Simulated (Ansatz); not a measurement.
# AlSiH5 (singlet): the correlation ladder at distance Al1–H4 along a hydrogen transfer = 1.586 Å, cc-pVTZ

One table from this session's results is given with a row withheld; the runs are named, their logs left out.

Program: Ansatz 0.2.0, Gaussian basis. Level of theory: cc-pVTZ, core rule «outside noble gas», up to 10 orbitals frozen. These are calculated values, not measurements.

Plan: UHF; CCSD(T) on RHF; CCSD(T) on UHF; BCCD(T) on RHF; CCSDT(Q) on RHF.

## The geometry

The geometry derives from fragments relaxed apart (PBE0/def2-TZVP) and kept rigid, so it is no stationary point. A hydrogen atom is moved between rigid fragments.

7 atoms, charge 0, spin multiplicity 1.

Atoms are counted from 1 here; the program's logs count them from 0.

Bond lengths: Al1–H2 1.586 Å, Al1–H3 1.586 Å, Al1–H4 1.586 Å, Si5–H6 1.526 Å, Si5–H7 1.526 Å. Angles: H2–Al1–H3 120.0°, H2–Al1–H4 120.0°, H3–Al1–H4 120.0°, H6–Si5–H7 91.2°.

Coordinates:

```xyz
7
AlH5Si
Al   -1.93909    0.02932    0.00000
H    -2.73202    1.40271    0.00000
H    -2.73202   -1.34406    0.00000
H    -0.35324    0.02932    0.00000
Si    1.89191    0.02932    0.00000
H     2.50409   -0.84496    1.09001
H     2.50409   -0.84496   -1.09001
```

The first run:

Contents of in.yaml:

```yaml
crystal:
  periodic: [false, false, false]
  atoms:
    - {symbol: Al, position_ang: [-1.939092, 0.029322, 0.000000]}
    - {symbol: H, position_ang: [-2.732015, 1.402706, 0.000000]}
    - {symbol: H, position_ang: [-2.732016, -1.344062, 0.000000]}
    - {symbol: H, position_ang: [-0.353244, 0.029322, 0.000000]}
    - {symbol: Si, position_ang: [1.891908, 0.029322, 0.000000]}
    - {symbol: H, position_ang: [2.504089, -0.844962, 1.090012]}
    - {symbol: H, position_ang: [2.504089, -0.844962, -1.090012]}
basis:
  gaussian: {orbitals: cc-pVTZ}
magnetization: {spin_polarized: true, initial_magnetization: 0}
hamiltonian: {xc: hf}
output: {orbitals: {seedname: orbitals}}
```

On the command line:

```console
$ ansatz run in.yaml --threads 1 --pin off --events-out ev --progress --plain --max-ram 2560MiB --backend cpu
```

Steps of the session up to this table: UHF; CCSD(T) on RHF; CCSD(T) on UHF; BCCD(T) on RHF; CCSDT(Q) on RHF.

One of the session's tables, all rows but one given; the rest of the session is left out.

It belongs to the step «Misses and costs». 

| method | from RCCSDT(Q) (meV) |
| --- | --- |
| RHF | +7285.7 |
| UHF | +7251.0 |
| RMP2 | +1558.5 |
| RCCSD | +221.7 |
| RCCSD(T) | +44.3 |
| BCCD(T) | ? |
| RCCSDT | +7.4 |
| RCCSDT(Q) | 0 |

Estimate the missing values for BCCD(T).

The run gave: from RCCSDT(Q) (meV): +43.7. In the column «from RCCSDT(Q) (meV)» it lies between RCCSDT (+7.4) and RCCSD(T) (+44.3).

Not comparable, so not listed: CCSD(T) on UHF (they don't share determinant, frozen orbitals or solution with the rows shown, or repeat one).

To keep in mind: Warnings: restricted reference is unstable; spin contamination.
